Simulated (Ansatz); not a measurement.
Total energies of (H3Si)2CH2 (CH₈Si₂) from Ansatz at CCSD(T)/def2-TZVPP, gas phase (1 Eh = 27.2114 eV = 2625.5 kJ/mol). The reference geometry is relaxed at PBE-D4/def2-SVP.

```xyz
11

Si    0.052   -1.495    0.598
H     0.004   -2.883    0.016
H    -1.102   -1.339    1.553
H     1.333   -1.346    1.374
C    -0.042   -0.180   -0.760
Si   -0.026    1.606   -0.130
H    -1.218    1.852    0.756
H     1.222    1.861    0.672
H    -0.068    2.587   -1.272
H    -0.970   -0.340   -1.352
H     0.814   -0.322   -1.455
```

```tsv
state	geometry	energy (Eh)
charge 0 singlet	reference	-620.94407
charge 1 doublet	reference	-620.53941
free Si atom (triplet)	–	-288.92770
free H atom (doublet)	–	-0.49981
free C atom (triplet)	–	-37.78103
```

Correlated methods freeze 11 core orbitals. In CCSD on the charge 1 doublet the largest single amplitude is 0.15, so its Hartree–Fock determinant may place the open shell otherwise than the density functionals do.

(1) Work out the vertical ionisation energy to the doublet.

(2) What is the binding energy per atom against free atoms?

(1) E(charge 1 doublet) − E(charge 0 singlet) = -620.53941 − (-620.94407) = 0.40466 Eh = 11.01 eV.

(2) Atoms: 2 × (-288.92770) + 8 × (-0.49981) + 1 × (-37.78103) = -619.63491 Eh. Binding: -619.63491 − (-620.94407) = 1.30916 Eh = 35.62 eV, or 3.24 eV for each of 11 atoms (no zero-point energy, no counterpoise term).
